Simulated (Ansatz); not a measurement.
# PH (SMILES [PH]) at 6 levels

We compute a comparison of 6 runs (UB3LYP/3-21G, U-r2SCAN/cc-pVDZ, UCCSDT(Q)/3-21G, UCCSDT/cc-pVDZ, UCCSDTQ/cc-pVDZ, UCCSD(T)/cc-pVDZ) of PH. 

Program for the calculation: Ansatz 0.2.0.

57 further runs of the same task are left out: 57 set aside as unsound or not needed.

**1. The molecule**

PH has 2 atoms, charge 0, and is taken as a triplet. SMILES: `[PH]`. The H2–P1 distance was set to 2.099 Å, away from the relaxed value.

**2. A single-point energy at UB3LYP/3-21G (run 1)**

File in.yaml:

```yaml
crystal:
  periodic: [false, false, false]
  atoms:
    - {symbol: P, position_ang: [0.000000, 0.000000, -0.699530]}
    - {symbol: H, position_ang: [0.000000, 0.000000, 1.399070]}
basis:
  gaussian:
    orbitals: 3-21G.json
magnetization:
  spin_polarized: true
  initial_magnetization: 2
hamiltonian:
  xc: {name: B3LYP}
accuracy: high
```

The basis set 3-21G is read from a file made from the Basis Set Exchange's data (not shown).

Launch:

```
$ ansatz run in.yaml --threads 1 --pin off --max-ram 2610MiB --events-out events.jsonl --progress --plain --runs-dir runs
```

The program printed:

```text
Warning: RAYON_NUM_THREADS=1 ignored (pool sized by the plan → 1); use --threads N
Functional definition: B3LYP
  name "B3LYP"
  parameter a0 = 0.2
  parameter ax = 0.72
  parameter ac = 0.81
  exchange = (1 - a0 - ax)*slater_x + ax*b88_x + a0*exact_x
  correlation = (1 - ac)*vwn_rpa_c + ac*lyp_c
273 factors; integrals over basis functions are off by at most 2.8e-9 eV
mean field evaluation 1: about -9254.5734 eV, gradient 1.5e0 eV
mean field evaluation 2: about -9254.6073 eV, gradient 6.5e-1 eV
mean field evaluation 4: about -9254.6262 eV, gradient 3.8e-1 eV
mean field evaluation 8: about -9254.6415 eV, gradient 7.0e-3 eV
mean field evaluation 16: about -9254.6415 eV, gradient 8.7e-9 eV
mean field -9254.64149000 eV, -340.1018017362 hartree, gradient 1.4e-8 eV, S^2 2.071885; 0 other end points of the search recorded, 0 dependent functions left out
reference -9254.64151289 eV, -340.1018025776 hartree; 9, 7 occupied and 6, 8 virtual orbitals, 273 factors
Total energy: -9254.64151289 eV, -340.1018025776 hartree
```

Wall time 0.66 s (1 thread of Arm Neoverse V1, shared host).

**3. A single-point energy at U-r2SCAN/cc-pVDZ (run 2)**

File molecule.yaml:

```yaml
crystal:
  periodic: [false, false, false]
  atoms:
    - symbol: P
      position_ang: [0.000000, 0.000000, -0.699530]
    - symbol: H
      position_ang: [0.000000, 0.000000, 1.399070]
basis:
  gaussian:
    orbitals: cc-pVDZ
magnetization:
  spin_polarized: true
  initial_magnetization: 2
hamiltonian:
  xc: r2scan
accuracy: high
```

Launch:

```
$ ansatz run molecule.yaml --threads 1 --pin off --max-ram 2610MiB --events-out events.jsonl --progress --plain --runs-dir runs
```

The program printed:

```text
Warning: RAYON_NUM_THREADS=1 ignored (pool sized by the plan → 1); use --threads N
Functional definition: r2SCAN
  name "r2SCAN"
  parameter k0 = 0.174
  parameter k1 = 0.065
  parameter a1 = 4.9479
  exchange = r2scan_x(k0 = k0, k1 = k1, a1 = a1)
  correlation = r2scan_c
403 factors; integrals over basis functions are off by at most 3.6e-9 eV
mean field evaluation 1: about -9300.3335 eV, gradient 3.5e0 eV
mean field evaluation 2: about -9300.1711 eV, gradient 5.3e0 eV
mean field evaluation 4: about -9300.5180 eV, gradient 3.6e-1 eV
mean field evaluation 8: about -9300.5326 eV, gradient 4.7e-2 eV
mean field evaluation 16: about -9300.5327 eV, gradient 4.1e-5 eV
mean field -9300.53273130 eV, -341.7882737478 hartree, gradient 4.4e-8 eV, S^2 2.096372; 2 other end points of the search recorded, 0 dependent functions left out
reference -9300.53273254 eV, -341.7882737932 hartree; 9, 7 occupied and 14, 16 virtual orbitals, 403 factors
Total energy: -9300.53273254 eV, -341.7882737932 hartree
```

It took 2.7 s on 1 thread of Arm Neoverse V1, shared host; peak memory 0.14 GiB.

Runs 3 to 5 aren't shown in full; the table further down has their settings and results.

**4. A single-point energy at UCCSD(T)/cc-pVDZ (run 6)**

Edit molecule.yaml of step 3 so:

```diff
@@ -13,4 +13,7 @@
   initial_magnetization: 2
-hamiltonian:
-  xc: r2scan
+correlation:
+  method: ccsd_t
+  frozen_orbitals: {H: 0, P: 5}
 accuracy: high
+scf:
+  omitted_lower_state_checks: [cluster_reference, increment]
```

Launch:

```
$ ansatz run molecule.yaml --threads 1 --pin off --max-ram 2610MiB --events-out events.jsonl --progress --plain --runs-dir runs
```

The program printed:

```text
Warning: RAYON_NUM_THREADS=1 ignored (pool sized by the plan → 1); use --threads N
[... 13 lines left out ...]
5 core orbitals not correlated: weight in the atoms' cores, before any rotation towards them, 1.000 or more for the frozen orbitals, at most 0.000 for the correlated occupied ones
[... 31 lines left out ...]
Total energy: -9288.19084473 eV, -341.3347177818 hartree
Checks for a lower state left out: cluster_reference, increment
```

Run time: 0.42 s. Hardware: 1 thread of Arm Neoverse V1, shared host.

**5. Overview of the runs**

```
run             level  frozen core orbitals  energy (Eh)   ⟨S²⟩  wall time
  1      UB3LYP/3-21G                     –  -340.101803  2.072     0.66 s
  2  U-r2SCAN/cc-pVDZ                     –  -341.788274  2.096      2.7 s
  3   UCCSDT(Q)/3-21G                     5  -339.555055  2.559      1.4 s
  4    UCCSDT/cc-pVDZ                     5  -341.336442  2.507      1.2 s
  5   UCCSDTQ/cc-pVDZ                     5  -341.336592  2.507       14 s
  6  UCCSD(T)/cc-pVDZ                     5  -341.334718  2.507     0.42 s
```

**6. What came out**

```
                                          quantity          value
                               run 6: total energy  -341.33472 Eh
run 6: correlation energy (5 core orbitals frozen)     -109.9 mEh
                             run 6: (T) correction      -3.31 mEh
          run 6: ⟨S²⟩ of the reference determinant          2.507
                              run 6: T1 diagnostic          0.073
```

What this shows: Totals of different functionals can't be ranked against each other. Spin contamination of the reference: run 3 ⟨S²⟩ = 2.56, run 4 ⟨S²⟩ = 2.51, run 5 ⟨S²⟩ = 2.51, run 6 ⟨S²⟩ = 2.51. All runs together took 20 s, the longest 14 s.
